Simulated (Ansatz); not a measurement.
Molecule: C2H3O2, charge 0, multiplicity 2. It need not be the lowest isomer of its formula. 
Geometry from a B3LYP-D3(BJ)/def2-TZVP (Ansatz, a quantum-chemistry and plane-wave program) optimisation:
SMILES: O(C)[C]=O
```xyz
7

C     -0.9614    -0.0741     0.0045
O     -0.8574    -1.2555    -0.0092
O     -0.0521     0.8706     0.0100
C      1.3414     0.4223    -0.0028
H      1.9343     1.3307     0.0041
H      1.5358    -0.1804     0.8822
H      1.5258    -0.1605    -0.9030
```
Charge 0, spin multiplicity 2.

Computed values are from Ansatz. Valence correlation only, unless marked. UHF or UKS for open shells. No spin-orbit coupling. No relativistic terms. CBS(X,Y): correlation extrapolated as X^-3; Hartree-Fock from the larger set. The bracket is a focal-point correction in the basis named.

```
Quantity                                                                           Result
---------------------  ------------------------------------------------------------------
atomisation energy De  2840.9 kJ/mol at RI-MP2/CBS(cc-pVTZ,cc-pVQZ)+[CCSD(T)-MP2]/cc-pVTZ
total energy            -228.1734 Eh at RI-MP2/CBS(cc-pVTZ,cc-pVQZ)+[CCSD(T)-MP2]/cc-pVTZ
dipole moment                                               2.66 D at CCSD(T)/aug-cc-pVDZ
T1 diagnostic                                                       0.020 at CCSD/cc-pVTZ
```
